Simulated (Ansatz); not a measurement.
## Down a group: vertical spin gaps of AlC, GaC

Ansatz 0.2.0, basis cc-pVDZ; geometries are PBE0/def2-TZVP minima. Wave-function levels freeze the cores with the filled d shells of p-block atoms; HF, MP2 and coupled cluster are restricted for singlets and unrestricted otherwise, restricted open-shell where a d shell is frozen. NEVPT2 and MRCISD+Q stand on CASSCF in the full valence space. The reference is full CI, exact within the basis. An error is the level's value less the reference. None of these values is a measured one. Energies are electronic, without zero-point terms. No spin–orbit coupling and no scalar relativity. The set is small: such energies can lie up to about 0.3 eV from the limit, spin gaps mostly less, so near ties and functionals' places can change in larger sets. The species are chosen: bound, without strong static correlation by their natural occupations or amplitudes, in their lowest spin state as far as vertical gaps and like structures tell, and with a ladder that closes on the reference, so errors are smaller than for species at large; levels whose determinant breaks symmetry or spin markedly are left out.

```json
{"species": "AlC, quartet", "bonds (Å)": "C–Al 1.967", "quantity": "sextet less quartet, vertical", "symmetry of the states": "Σ⁻ or Δ / Π", "reference": "full CI", "value (kJ/mol)": "339.5", "error CCSD(T)": "-2.4", "error CCSDT": "-0.5", "error CCSDT(Q)": "0.0", "error NEVPT2": "-8.2", "error MRCISD+Q": "-0.3"}
{"species": "GaC, quartet", "bonds (Å)": "C–Ga 2.002", "quantity": "sextet less quartet, vertical", "symmetry of the states": "Σ⁻ or Δ / Π", "reference": "full CI", "value (kJ/mol)": "390.6", "error CCSD(T)": "-2.1", "error CCSDT": "-0.5", "error CCSDT(Q)": "-0.1", "error NEVPT2": "-5.9", "error MRCISD+Q": "1.3"}
```

The reference rises from Al to Ga, by 51.1 kJ/mol in all.
